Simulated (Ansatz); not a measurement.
# Molecular dynamics, step by step

H2OF2, closed shell, PBE0-D4/def2-SVP (Ansatz 0.2.0). Settings (timestep in fs, temperature in K, friction in 1/fs; T counts 15 degrees of freedom, while the starting velocities carry no drift of the centre of mass, so T starts below the set value):

```yaml
hamiltonian: {xc: pbe0, dispersion: d4}
md: {n_steps: 80, timestep: 0.25, temperature: 700, ensemble: nvt_langevin, seed: 318, friction: 0.01, initial_velocities: maxwell_boltzmann}
```

Start:

```
5
angstrom
O -0.1966 0.1690 -1.2314
H 0.6476 0.6026 -1.3760
H -0.0468 -0.7531 -1.4523
F -0.2273 0.0419 1.3393
F -0.1769 -0.0603 2.7203
```

| step | time (fs) | potential energy less the start (meV) | kinetic energy (meV) | T (K) |
| --- | --- | --- | --- | --- |
| 0 | 0.00 | 0.0 | 361.9 | 560 |
| 5 | 1.25 | 61.7 | 243.6 | 377 |
| 10 | 2.50 | 72.0 | 201.4 | 312 |
| 15 | 3.75 | 15.0 | 245.3 | 380 |
| 20 | 5.00 | 68.3 | 228.4 | 353 |
| 25 | 6.25 | 125.9 | 157.8 | 244 |
| 30 | 7.50 | 65.6 | 208.5 | 323 |
| 35 | 8.75 | 11.7 | 295.8 | 458 |
| 40 | 10.00 | 113.4 | 191.1 | 296 |
| 45 | 11.25 | 102.0 | 194.8 | 301 |
| 50 | 12.50 | 21.4 | 282.9 | 438 |
| 55 | 13.75 | 92.6 | 222.2 | 344 |
| 60 | 15.00 | 134.8 | 161.2 | 249 |
| 65 | 16.25 | 78.6 | 275.4 | 426 |
| 70 | 17.50 | 84.0 | 249.5 | 386 |
| 75 | 18.75 | 165.7 | 162.1 | 251 |
| 80 | 20.00 | 150.5 | 215.3 | 333 |

Step 45, positions (Å) and forces (eV/Å):

```
atom       x       y       z      Fx      Fy      Fz
  O1  -0.216   0.175  -1.284  -2.037   0.931   1.125
  H2   0.524   0.661  -1.559   1.641   1.436  -0.515
  H3   0.028  -0.680  -1.534   0.374  -2.391  -0.544
  F4  -0.286  -0.031   1.363   0.046   0.056   0.017
  F5  -0.140  -0.005   2.742  -0.025  -0.031  -0.083
```

Step 60, positions (Å) and forces (eV/Å):

```tsv
atom	x	y	z	Fx	Fy	Fz
O1	-0.226	0.187	-1.288	2.187	-1.314	-1.408
H2	0.574	0.693	-1.623	-1.474	-0.719	0.703
H3	0.036	-0.745	-1.599	-0.746	2.002	0.778
F4	-0.317	-0.046	1.354	0.151	0.097	0.597
F5	-0.128	0.016	2.743	-0.118	-0.067	-0.670
```

Step 70, positions (Å) and forces (eV/Å):

| atom | x | y | z | Fx | Fy | Fz |
| --- | --- | --- | --- | --- | --- | --- |
| O1 | -0.226 | 0.190 | -1.294 | -0.636 | -0.441 | 0.273 |
| H2 | 0.519 | 0.657 | -1.634 | 0.888 | 1.148 | -0.250 |
| H3 | 0.028 | -0.683 | -1.586 | -0.288 | -0.741 | 0.047 |
| F4 | -0.342 | -0.055 | 1.347 | 0.254 | 0.148 | 1.119 |
| F5 | -0.123 | 0.030 | 2.746 | -0.218 | -0.113 | -1.189 |

Last step (80):

```xyz
5
angstrom
O -0.2263 0.1890 -1.3048
H 0.5136 0.6708 -1.6498
H 0.0305 -0.6538 -1.5689
F -0.3674 -0.0629 1.3444
F -0.1211 0.0421 2.7494
```

The run took about 35 s on 2 CPU threads of an Arm Neoverse V1 (shared host).
